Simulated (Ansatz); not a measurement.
A run for Ansatz (an electronic-structure program): R-PBE/def2-TZVPPD on H2O (SMILES O). Files ending in .json are basis or fitting sets from the Basis Set Exchange.

Ansatz 0.2 input:
```yaml
crystal:
  periodic: [false, false, false]
  atoms:
    - {symbol: O, position_ang: [-1.55100700, -0.11452000, 0.00000000]}
    - {symbol: H, position_ang: [-1.93425900, 0.76250300, 0.00000000]}
    - {symbol: H, position_ang: [-0.59967700, 0.04071200, 0.00000000]}
basis:
  gaussian:
    orbitals: def2-TZVPPD.json
hamiltonian:
  xc: {name: PBE}
scf: {lower_state_search: off}
```

### Question
Predict the final total energy.

### Answer
-76.3835 hartree.
